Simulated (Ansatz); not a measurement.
Rock-salt RbBr, treated with r²SCAN in Ansatz (PAW).

Settings: plane-wave cutoff 560 eV, 8×8×8 k mesh, Fermi–Dirac smearing 0.01 eV, scalar-relativistic PAW data made under PBE.

Energies at three volumes about the minimum:

```json
[
 {"V (Å³/atom)": "40.696", "E − E_lowest (meV/atom)": "0.75"},
 {"V (Å³/atom)": "41.526", "E − E_lowest (meV/atom)": "0.00"},
 {"V (Å³/atom)": "42.357", "E − E_lowest (meV/atom)": "0.70"}
]
```

### Question
Fit a parabola by hand: where is the minimum, what lattice constant follows, and what is the bulk modulus?

### Answer
Slopes: (0.00 − 0.75)/(41.526 − 40.696) = -0.904 and (0.70 − 0.00)/(42.357 − 41.526) = 0.842 meV/Å³. Curvature E″ = 2 × (0.842 − (-0.904))/(42.357 − 40.696) = 2.102 meV/Å⁶. From the middle of the first interval, the slope vanishes at V0 = 41.1110 − (-0.904)/2.102 = 41.541 Å³/atom. B = V0 E″ = 41.541 × 2.102 meV/Å³ × 0.1602 GPa per meV/Å³ = 14.0 GPa. With 8 atoms in the cube, a = (8 × 41.541)^(1/3) = 6.927 Å. The full Birch–Murnaghan fit to all volumes gives V0 = 41.522 Å³/atom and B0 = 14.0 GPa.

Measured, for comparison: bulk modulus 16 GPa (4 K, no zero-point or thermal correction; as tabulated in Doll and Stoll (1998), arXiv:cond-mat/9801031); lattice constant a 6.822 Å (low temperature, no zero-point or thermal correction; as tabulated in Doll and Stoll (1998), arXiv:cond-mat/9801031). Computed less measured: bulk modulus -12 %.

Ansatz is a program for electronic structure.
